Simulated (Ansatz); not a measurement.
Task: harmonic frequencies at the relaxed geometry of C₃H₂O₂, SMILES C#CC(=O)O, with Ansatz 0.2.0 through its Python package. Give the script and its output. Level of theory (for the species named): B3LYP, 6-31G* basis, multiplicity 1.

```yaml
atoms:
  - { symbol: C, position_ang: [-0.6272, 0.2477, 1.7896] }
  - { symbol: C, position_ang: [-0.3274, 0.0121, 0.6620] }
  - { symbol: C, position_ang: [0.0638, -0.3161, -0.6837] }
  - { symbol: O, position_ang: [-0.2355, -1.2801, -1.2845] }
  - { symbol: O, position_ang: [0.9883, 0.5364, -1.2128] }
  - { symbol: H, position_ang: [-0.9885, 0.5536, 2.7647] }
  - { symbol: H, position_ang: [1.1877, 0.1784, -2.0810] }
```

Script `run_freq.py`:
```python
'''Harmonic frequencies of C3H2O2 at its relaxed geometry.'''

import itertools

import ansatz as az
from ase.data import atomic_numbers, covalent_radii
import numpy as np


def main() -> None:
    geometry_ang = [
        ('C', (-0.6272, 0.2477, 1.7896)),
        ('C', (-0.3274, 0.0121, 0.662)),
        ('C', (0.0638, -0.3161, -0.6837)),
        ('O', (-0.2355, -1.2801, -1.2845)),
        ('O', (0.9883, 0.5364, -1.2128)),
        ('H', (-0.9885, 0.5536, 2.7647)),
        ('H', (1.1877, 0.1784, -2.081)),
    ]
    system = az.Crystal.molecule()
    for symbol, xyz in geometry_ang:
        system = system.atom(symbol, xyz)

    base = system.calculation().basis(gaussian='6-31G*').functional('b3lyp')
    symbols = [site.symbol for site in system.cartesian_sites]
    start = np.array([site.position_ang for site in system.cartesian_sites], dtype=float)
    r = base.relax(force_tolerance=0.003).run(threads=1, backend='cpu').report
    end = np.array(r['positions_ang'])

    # pairs closer than 1.2 times the sum of covalent radii, before or after
    radius = [covalent_radii[atomic_numbers[s]] for s in symbols]
    span = lambda where, i, j: np.linalg.norm(where[i] - where[j])
    bonded = [(i, j) for i, j in itertools.combinations(range(len(symbols)), 2) if min(span(start, i, j), span(end, i, j)) < 1.2 * (radius[i] + radius[j])]
    print('pair        before    after (A)')
    for i, j in bonded:
        print(f'{symbols[i]}{i}-{symbols[j]}{j}'.ljust(10), f'{span(start, i, j):8.4f} {span(end, i, j):8.4f}')

    # same settings at the minimum
    minimum = az.Crystal.molecule()
    for symbol, place in zip(symbols, end):
        minimum = minimum.atom(symbol, place.tolist())
    vibrating = (
        minimum.calculation()
        .basis(gaussian='6-31G*')
        .functional('b3lyp')
        .phonons(temperatures=(298.15, 498.15, 100))
    )
    vib = vibrating.run(threads=1, backend='cpu').report['vibrations']
    sums = vib['harmonic_sums']
    modes = [m['omega_inv_cm'] for m in sums['modes_at_gamma'] if m['rigid_motion'] == 'no']
    for number, w in enumerate(modes, start=1):
        print(f'mode {number:2d} {w:9.1f} 1/cm {w / 8065.544 * 1000:8.2f} meV')
    print('imaginary modes:', sum(w < 0 for w in modes), ' zero-point energy:', round(sums['zero_point_energy_ev'], 4), 'eV')
    print('T (K)   F_vib (eV)   S_vib (meV/K)   C_vib (meV/K)')
    for row in zip(sums['temperatures_k'], sums['vibrational_free_energy_ev'], vib['entropy_ev_per_k'], vib['heat_capacity_ev_per_k']):
        print(f'{row[0]:6.1f} {row[1]:11.4f} {1000 * row[2]:13.4f} {1000 * row[3]:15.4f}')

    # all hydrogen replaced by deuterium
    heavier = vibrating.phonons(masses={'H': 2.014102}).run(threads=1, backend='cpu').report['vibrations']['harmonic_sums']
    print('deuterated (1/cm):', ' '.join(f'{m["omega_inv_cm"]:.0f}' for m in heavier['modes_at_gamma'] if m['rigid_motion'] == 'no'))
    print('zero-point energy falls by', round(sums['zero_point_energy_ev'] - heavier['zero_point_energy_ev'], 4), 'eV')


if __name__ == '__main__':
    main()
```

```console
$ python run_freq.py
pair        before    after (A)
C0-C1        1.1903   1.2069
C0-H5        1.0839   1.0673
C1-C2        1.4393   1.4471
C2-O3        1.1747   1.2114
C2-O4        1.3643   1.3523
O4-H6        0.9600   0.9766
mode  1     196.4 1/cm    24.35 meV
mode  2     263.3 1/cm    32.65 meV
mode  3     528.3 1/cm    65.50 meV
mode  4     601.2 1/cm    74.53 meV
mode  5     622.5 1/cm    77.18 meV
mode  6     645.2 1/cm    80.00 meV
mode  7     686.2 1/cm    85.08 meV
mode  8     773.7 1/cm    95.93 meV
mode  9     830.9 1/cm   103.02 meV
mode 10    1191.3 1/cm   147.70 meV
mode 11    1381.6 1/cm   171.30 meV
mode 12    1819.3 1/cm   225.57 meV
mode 13    2241.5 1/cm   277.91 meV
mode 14    3490.8 1/cm   432.81 meV
mode 15    3680.2 1/cm   456.29 meV
imaginary modes: 0  zero-point energy: 1.1749 eV
T (K)   F_vib (eV)   S_vib (meV/K)   C_vib (meV/K)
 298.1      1.1457        0.2791          0.4435
 398.1      1.1103        0.4279          0.5852
 498.1      1.0603        0.5710          0.6910
deuterated (1/cm): 185 242 472 489 505 541 602 760 764 1037 1303 1811 2084 2677 2728
zero-point energy falls by 0.1707 eV
```

Reading the output:
- The frequencies are harmonic and unscaled, in a modest basis. The result belongs to the one conformer reached from this start, and soft torsions count as harmonic oscillators.
- b3lyp holds the VWN-RPA fit, as in Gaussian; the form of ORCA and Turbomole is b3lyp5.
- Run time: 2.7 min on 1 thread of Arm Neoverse V2, on a shared host, peak memory 0.22 GiB.

(Lines on the test bed's own set-up are left out of the output.)
